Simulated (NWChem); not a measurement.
**One shape, several levels: SiS (SMILES [Si-]#[S+])**

We compute a comparison of 6 runs (PBE0/cc-pVTZ, BLYP/cc-pVTZ, r2SCAN/cc-pVTZ, revPBE/cc-pVTZ, CCSD(T)/def2-SVP, CCSD(T)/cc-pVTZ) of SiS. 

The results are computed with NWChem 7.3.0.

1 further run of the same task is left out (set aside as unsound or not needed).

### 1 The molecule

The species is SiS (2 atoms), meant as a singlet with charge 0. As SMILES, `[Si-]#[S+]`. The bond length is the measured one.

Bond lengths: Si1–S2 1.929 Å.

### 2 Energy and gradient at PBE0/cc-pVTZ (run 1)

Input file run.py:

```python
from ase import Atoms
from ase.calculators.nwchem import NWChem

molecule = Atoms(['Si', 'S'], positions=[
    [0.000000, 0.000000, 0.000000],
    [0.000000, 0.000000, 1.929321],
])

calc = NWChem(
    label='m1',
    theory='dft',
    memory='2200 mb',
    basis='cc-pVTZ',
    basispar='spherical bse',
    dft={'xc': 'pbe0', 'mult': '1', 'grid': 'xfine', 'convergence': 'energy 1e-08', 'iterations': '100', 'mulliken': None, 'print': 'low'},
)
molecule.calc = calc

forces = molecule.get_forces()
e = molecule.get_potential_energy()
print(f"E = {e:.6f} eV")
print("forces (eV/A):")
for s, f in zip(molecule.symbols, forces):
    print(f"{s:2s} {f[0]:10.5f} {f[1]:10.5f} {f[2]:10.5f}")
```

Started as:

```bash
export ASE_NWCHEM_COMMAND="nwchem PREFIX.nwi > PREFIX.nwo"
python run.py
```

Standard output:

```text
E = -18706.721816 eV
forces (eV/A):
Si   -0.00000   -0.00000   -0.22621
S     0.00000    0.00000    0.22621
```

The calculator wrote m1.nwi:

```
title "m1"

permanent_dir m1

scratch_dir m1

start m1

geometry units angstrom nocenter noautosym noautoz
  Si 0.0000000000000000e+00 0.0000000000000000e+00 0.0000000000000000e+00
  S  0.0000000000000000e+00 0.0000000000000000e+00 1.9293210000000001e+00
end

memory 2200 mb

basis spherical bse noprint
   * library cc-pVTZ
end

dft
  xc pbe0
  mult 1
  grid xfine
  convergence energy 1e-08
  iterations 100
  mulliken
  print low
end

task dft gradient
```

m1.nwo:

```text
Northwest Computational Chemistry Package (NWChem) 7.3.0
             --------------------------------------------------------

           Job information
           ---------------

    nwchem branch   = 7.3.0
    use scalapack   = T
    input           = m1.nwi
    prefix          = m1.
    data base       = m1/m1.db
    status          = startup
    nproc           =        1

           Memory information
           ------------------

    heap     =     72089596 doubles =      550.0 Mbytes
    stack    =     72089601 doubles =      550.0 Mbytes
    global   =    144179200 doubles =     1100.0 Mbytes (distinct from heap & stack)
    total    =    288358397 doubles =     2200.0 Mbytes
    verify   = yes
    hardfail = no

[... 33 lines left out ...]
            Nuclear Dipole moment (a.u.)
[... 44 lines left out ...]
   convergence    iter        energy       DeltaE   RMS-Dens  Diis-err    time
[... 11 lines left out ...]
         Total DFT energy =     -687.459352462490
      One electron energy =    -1073.504603125915
           Coulomb energy =      370.878894038774
    Exchange-Corr. energy =      -46.272721567072
 Nuclear repulsion energy =       61.439078191723
[... 14 lines left out ...]
     -------------------------------------------
      Total Density - Lowdin Population Analysis
     -------------------------------------------

    Atom       Charge   Shell Charges
 -----------   ------   -------------------------------------------------------
    1 Si  14    14.09   1.99  1.43  0.60  0.98  0.67  4.84  1.14  1.17  0.81  0.07  0.30  0.09
    2 S   16    15.91   1.98  1.35  0.63  1.01  0.60  5.07  1.40  2.30  1.47  0.01  0.08  0.01

                         DFT ENERGY GRADIENTS

    atom               coordinates                        gradient
                 x          y          z           x          y          z
   1 Si      0.000000   0.000000   0.000000    0.000000   0.000000   0.004399
   2 S       0.000000   0.000000   3.645888   -0.000000  -0.000000  -0.004399

 Task  times  cpu:       31.2s     wall:       31.2s
 Total times  cpu:       31.2s     wall:       31.2s
```

Wall time 32 s (1 thread of Intel Xeon 6975P-C (Granite Rapids), shared host); peak memory 0.12 GiB.

### 3 Energy and gradient at BLYP/cc-pVTZ (run 2)

Input file ssi.nw:

```
START ssi
memory total 2200 mb

GEOMETRY noautosym nocenter noautoz
 Si       0.000000       0.000000       0.000000
 S        0.000000       0.000000       1.929321
END

BASIS spherical bse
 * library cc-pVTZ
END

DFT
 xc becke88 lyp
 mult 1
 grid xfine
 convergence energy 1e-08
 maxiter 100
 mulliken
END

TASK dft gradient
```

Started as:

```bash
nwchem ssi.nw > ssi.out
```

Standard output:

```text
[...]
          Wavefunction type:  closed shell.
          No. of atoms     :     2
          No. of electrons :    30
[...]
          Charge           :     0
          Spin multiplicity:     1
[...]
          AO basis - number of functions:    68
[...]
              XC Information
              --------------
                    Becke 1988 Exchange Functional  1.000
              Lee-Yang-Parr Correlation Functional  1.000
[...]
 d= 0,ls=0.0,diis     1   -687.6666861676 -7.49D+02  2.21D-02  5.98D-01     2.7
[...]
 d= 0,ls=0.0,diis    10   -687.7304372753 -3.35D-09  3.06D-07  1.21D-09    17.6
         Total DFT energy =     -687.730437275276
      One electron energy =    -1073.504439942065
           Coulomb energy =      370.858295836969
    Exchange-Corr. energy =      -46.523371361903
 Nuclear repulsion energy =       61.439078191723
[...]
      Total Density - Mulliken Population Analysis
     ---------------------------------------------
    Atom       Charge   Shell Charges
 -----------   ------   -------------------------------------------------------
    1 Si  14    13.82   2.00  1.87  0.28  1.09  0.65  5.51  0.60  1.11  0.54  0.06  0.08  0.02
    2 S   16    16.18   2.00  1.83  0.26  1.16  0.58  5.79  0.92  2.27  1.31  0.01  0.03  0.00
[...]
  wavefunction    = closed shell
                         DFT ENERGY GRADIENTS
    atom               coordinates                        gradient
                 x          y          z           x          y          z
   1 Si      0.000000   0.000000   0.000000    0.000000   0.000000   0.021064
   2 S       0.000000   0.000000   3.645888   -0.000000  -0.000000  -0.021064
[...]
```

Wall time 33 s (1 thread of Intel Xeon 6975P-C (Granite Rapids), shared host); peak memory 0.12 GiB.

Run 3 isn't shown in full; the table further down has it.

### 4 Energy and gradient at revPBE/cc-pVTZ (run 4)

Input file ssi.nw:

```
start ssi
memory 2200 mb
charge 0
geometry units angstrom noautosym nocenter noautoz
Si    0.000000    0.000000    0.000000
S     0.000000    0.000000    1.929321
end
basis spherical bse
Si library cc-pVTZ
S library cc-pVTZ
end
dft
xc revpbe cpbe96
grid xfine
convergence energy 1e-08
maxiter 100
mulliken
end
task dft gradient
```

Started as:

```bash
nwchem ssi.nw > ssi.out
```

Standard output:

```text
[...]
          Wavefunction type:  closed shell.
          No. of atoms     :     2
          No. of electrons :    30
[...]
          Charge           :     0
          Spin multiplicity:     1
[...]
          AO basis - number of functions:    68
[...]
              XC Information
              --------------
                        RevPBE Exchange Functional  1.000
            Perdew 1991 LDA Correlation Functional  1.000 local
           PerdewBurkeErnz. Correlation Functional  1.000 non-local
[...]
 d= 0,ls=0.0,diis     1   -687.5332297607 -7.49D+02  2.18D-02  5.01D-01     2.7
[...]
 d= 0,ls=0.0,diis    10   -687.5923793621 -6.95D-10  2.19D-07  6.57D-10    17.4
         Total DFT energy =     -687.592379362103
      One electron energy =    -1073.450350650061
           Coulomb energy =      370.808574673550
    Exchange-Corr. energy =      -46.389681577314
 Nuclear repulsion energy =       61.439078191723
[...]
      Total Density - Mulliken Population Analysis
     ---------------------------------------------
    Atom       Charge   Shell Charges
 -----------   ------   -------------------------------------------------------
    1 Si  14    13.82   2.00  1.88  0.23  1.13  0.64  5.51  0.58  1.15  0.52  0.06  0.09  0.02
    2 S   16    16.18   2.00  1.84  0.24  1.17  0.60  5.79  0.88  2.36  1.25  0.01  0.04  0.00
[...]
  wavefunction    = closed shell
                         DFT ENERGY GRADIENTS
    atom               coordinates                        gradient
                 x          y          z           x          y          z
   1 Si      0.000000   0.000000   0.000000    0.000000   0.000000   0.019737
   2 S       0.000000   0.000000   3.645888   -0.000000  -0.000000  -0.019737
[...]
```

Run time: 32 s. Hardware: 1 thread of Intel Xeon 6975P-C (Granite Rapids), shared host; peak memory 0.12 GiB.

Run 5 isn't shown in full; the table further down has it.

### 5 The energy at CCSD(T)/cc-pVTZ (run 6)

Input file ssi.nw:

```
start ssi
title "SSi"
memory 2200 mb
geometry noautosym nocenter noautoz
 Si     0.000000     0.000000     0.000000
 S      0.000000     0.000000     1.929321
end
basis spherical bse
 Si library cc-pVTZ
 S library cc-pVTZ
end
scf
 singlet
 rhf
 thresh 1e-08
 maxiter 80
end
ccsd
 freeze core 10
 maxiter 60
end
task ccsd(t) energy
```

Started as:

```bash
nwchem ssi.nw > ssi.out
```

Standard output:

```text
[...]
  functions       =    68
[...]
  wavefunction    = RHF
[...]
         Total SCF energy =   -686.506490152554
      One-electron energy =  -1073.292437981235
      Two-electron energy =    325.346869636958
 Nuclear repulsion energy =     61.439078191723
        Time for solution =     23.5s
[...]
 Total MP2 energy:           -686.765852310662353
[...]
             energy      energy      error      ampl     ampl      Block
                                                time     time      time
[...]
 Total CCSD energy:           -686.787492689606324
[...]
 Total CCSD+T(CCSD) energy:           -686.805811700064396
[...]
 Total CCSD(T) energy:                -686.805069024678005
[...]
```

Run time: 74 s. Hardware: 1 thread of Intel Xeon 6975P-C (Granite Rapids), shared host; peak memory 0.12 GiB.

### 6 Overview of the runs

| run | level | task | integration grid | energy (Eh) | largest force (eV/Å) | wall time |
| --- | --- | --- | --- | --- | --- | --- |
| 1 | PBE0/cc-pVTZ | gradient | xfine | -687.459352 | 0.226 | 32 s |
| 2 | BLYP/cc-pVTZ | gradient | xfine | -687.730437 | 1.083 | 33 s |
| 3 | r2SCAN/cc-pVTZ | gradient | xfine | -687.665260 | 0.450 | 34 s |
| 4 | revPBE/cc-pVTZ | gradient | xfine | -687.592379 | 1.015 | 32 s |
| 5 | CCSD(T)/def2-SVP | energy | – | -686.491896 | – | 2.9 s |
| 6 | CCSD(T)/cc-pVTZ | energy | – | -686.805069 | – | 74 s |

### 7 Results

| quantity | value |
| --- | --- |
| run 6: total energy | -686.80507 Eh |
| run 6: HOMO energy (Hartree–Fock orbitals) | -10.57 eV |
| run 6: LUMO energy (Hartree–Fock orbitals) | 0.75 eV |
| run 6: HOMO–LUMO gap (Hartree–Fock orbitals) | 11.32 eV |
| run 6: correlation energy (10 core orbitals frozen) | -298.6 mEh |
| run 6: (T) correction | -17.58 mEh |

What this shows: Over runs 2, 3, 4 the dipole moment (its size) runs from 1.47 D (revPBE/cc-pVTZ) to 1.56 D (BLYP/cc-pVTZ). Over runs 2, 3, 4 the HOMO–LUMO gap runs from 3.83 eV (BLYP/cc-pVTZ) to 4.15 eV (r2SCAN/cc-pVTZ). Totals of different functionals can't be ranked against each other. All runs together took 3.5 min, the longest 74 s.
